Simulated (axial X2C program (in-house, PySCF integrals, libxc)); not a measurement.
LiN⁺: bond constants with and without spin–orbit coupling

All values were computed with an axial X2C code built on PySCF integrals. Spin-free means the one-electron spin-free X2C Hamiltonian; two-component (2c) means X2C with spin–orbit coupling and atomic mean-field two-electron Coulomb and Gaunt terms, so the difference of the two also holds small scalar two-electron terms. Basis: N dyall-av3z [7s7p3d2f], Li dyall-cv3z [7s8p2d] (cores contracted in-house); Gaussian nuclei, density fitting, unrestricted open shells. Masses: N 14.003 u, Li 7.016 u.

Input:
```json
{
 "zs": [
  7,
  3
 ],
 "q": 1,
 "bas": [
  "dyall-av3z",
  "dyall-cv3z"
 ],
 "levels": [
  "PBE0",
  "HF",
  "PW91"
 ],
 "cc": true,
 "r0": 1.84,
 "thr": -2.0,
 "nmax": 90,
 "npts": 10,
 "nst": 2,
 "ntry": 6
}
```
```bash
python so2c.py task.json out
```

Keys: zs atomic numbers; q charge; bas basis sets; levels methods; cc coupled cluster on or off; r0 starting distance in Å; thr threshold in hartree for freezing inner shells (an s shell follows its p shell); nmax most natural virtual spinors; npts points on the curve; nst determinants followed; ntry starts of the search. HF also brings MP2.

State, spin-free: M_S = 3/2, Λ = 0 (beyond evenly filled blocks: σα, π+α, π-α); electrons by block: σα: 4, σβ: 3, π+α: 1, π-α: 1. Fragments: N + Li+.

State, 2c: Ω = 3/2 (⟨Sz⟩ = 1.50, ⟨Lz⟩ = 0.00 at PBE0); electrons by block: 1/2: 4, -1/2: 4, 3/2: 1. Fragments: N + Li+.

```
Hamiltonian    level  Re (Å)  ωe (cm⁻¹)  ωexe (cm⁻¹)  De (eV)  μ (D)
         2c     PBE0   2.221      270.7         10.4    0.244   6.08
         2c       HF   2.225      268.1         11.6    0.216   6.16
         2c      MP2   2.260      254.1           11    0.205    n/a
         2c     CCSD   2.260      254.5           11    0.206    n/a
         2c  CCSD(T)   2.263      253.7         10.9    0.206    n/a
         2c     PW91   2.232      270.9         9.36    0.269   6.06
```

Spin-free values that have a 2c row agree with it to the digits that matter (0.001 Å, 0.01 eV) and are not repeated.

Correlated methods: 5 electrons correlated (number of frozen shells: N 1 s; Li 1 s), 173 virtual spin orbitals or spinors in MP2, 53 natural virtuals in coupled cluster.

Dipoles are positive if Li is the positive end and refer to the centre of mass.

One determinant describes the state; a PBE0 search over occupations chose it and may have missed a lower one. De is counted from the lowest determinant-based energies of the atoms at the same level, without counterpoise correction. Density functionals use the spin component along the axis (collinear). CCSD and (T) use frozen natural virtuals with an MP2 correction for the truncation; (T) itself is uncorrected, so its De runs slightly low. With several unpaired electrons one determinant need not be a pure state. This is the top spin component of a Σ state; components of lower Ω are not single determinants and can lie lower.

Rough cost a point (2c) on 1 thread(s) of a shared host, integrals apart: PBE0 0.14 s, HF 0.07 s, CCSD(T) 0.4 s, PW91 0.13 s.

The whole task took 23 s on 1 thread of Arm Neoverse V1 (shared host).
